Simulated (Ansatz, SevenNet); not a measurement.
Elastic constant C12 (GPa) of 26 elemental metals, computed with the machine-learned potential SevenNet-0 (trained on PBE and PBE+U data) and with r²SCAN (PAW; Ansatz, a first-principles code). The set holds measured phases with no doubt noted on the run or the magnetic state but for the caveats below. 3 more of the class have both values but aren't in it, for one of these reasons: built or high-temperature cells, doubts on the run or the magnetic state, unlike cells, values of zero, layered or molecular crystals. Solids without a value at one level (not run, failed, or a magnetic order lost), or held back for tests, aren't counted.

All rows, in order of the shift (worked out from unrounded values):

```json
[
 {"solid": "hcp Be", "SevenNet-0": "104", "r²SCAN": "18.6", "shift (%)": "-82"},
 {"solid": "hcp Zn", "SevenNet-0": "86.5", "r²SCAN": "45.0", "shift (%)": "-48"},
 {"solid": "hcp Os", "SevenNet-0": "374", "r²SCAN": "237", "shift (%)": "-37"},
 {"solid": "bcc Li", "SevenNet-0": "16.7", "r²SCAN": "12.2", "shift (%)": "-27"},
 {"solid": "double-hcp La", "SevenNet-0": "22.2", "r²SCAN": "16.5", "shift (%)": "-25"},
 {"solid": "hcp Zr", "SevenNet-0": "83.9", "r²SCAN": "65.1", "shift (%)": "-22"},
 {"solid": "hcp Re", "SevenNet-0": "337", "r²SCAN": "292", "shift (%)": "-13.3"},
 {"solid": "fcc Ir", "SevenNet-0": "287", "r²SCAN": "249", "shift (%)": "-13.2"},
 {"solid": "fcc Rh", "SevenNet-0": "228", "r²SCAN": "199", "shift (%)": "-12.6"},
 {"solid": "hcp Cd", "SevenNet-0": "47.1", "r²SCAN": "41.3", "shift (%)": "-12.3"},
 {"solid": "hcp Y", "SevenNet-0": "33.1", "r²SCAN": "29.1", "shift (%)": "-11.9"},
 {"solid": "hcp Ti", "SevenNet-0": "101", "r²SCAN": "89.1", "shift (%)": "-11.8"},
 {"solid": "hcp Mg", "SevenNet-0": "29.4", "r²SCAN": "26.0", "shift (%)": "-11.7"},
 {"solid": "hcp Tc", "SevenNet-0": "271", "r²SCAN": "242", "shift (%)": "-10.7"},
 {"solid": "hcp Sc", "SevenNet-0": "43.5", "r²SCAN": "42.9", "shift (%)": "-1.4"},
 {"solid": "fcc Pt", "SevenNet-0": "237", "r²SCAN": "242", "shift (%)": "+2.3"},
 {"solid": "fcc Sr", "SevenNet-0": "9.88", "r²SCAN": "10.2", "shift (%)": "+2.9"},
 {"solid": "fcc Al", "SevenNet-0": "67.4", "r²SCAN": "73.3", "shift (%)": "+8.7"},
 {"solid": "fcc Ag", "SevenNet-0": "84.3", "r²SCAN": "92.7", "shift (%)": "+9.9"},
 {"solid": "bcc Na", "SevenNet-0": "6.41", "r²SCAN": "7.10", "shift (%)": "+10.7"},
 {"solid": "fcc Au", "SevenNet-0": "130", "r²SCAN": "144", "shift (%)": "+11.0"},
 {"solid": "fcc Cu", "SevenNet-0": "126", "r²SCAN": "143", "shift (%)": "+13.4"},
 {"solid": "fcc Pd", "SevenNet-0": "150", "r²SCAN": "170", "shift (%)": "+13.8"},
 {"solid": "fcc Ca", "SevenNet-0": "13.1", "r²SCAN": "15.5", "shift (%)": "+18.1"},
 {"solid": "fcc Pb", "SevenNet-0": "33.2", "r²SCAN": "40.9", "shift (%)": "+23"},
 {"solid": "bcc K", "SevenNet-0": "2.01", "r²SCAN": "3.21", "shift (%)": "+59"}
]
```

The shift from SevenNet-0 to r²SCAN has a median of -11.2 %, and eight in ten lie between -32 % and +16.0 %; r²SCAN is the larger in 11 of 26. Each level is at its own cell, so the shift holds the change of volume too.

Ansatz's runs of these crystals have no spin polarisation. Meta-GGA and hybrid levels favour moments, which can bear on fcc Pd, hcp Sc, fcc Pt, hcp Ti, hcp Y, fcc Rh.

Spin–orbit coupling is left out, also for the solids with elements from indium on (fcc Pt, hcp Os, double-hcp La, fcc Ir, hcp Re, fcc Pb, fcc Au); its size isn't shown.

Each level is taken at its own relaxed cell. Ansatz's density-functional and Hartree–Fock values are scalar-relativistic unless marked +SOC, with PAW data made under PBE.
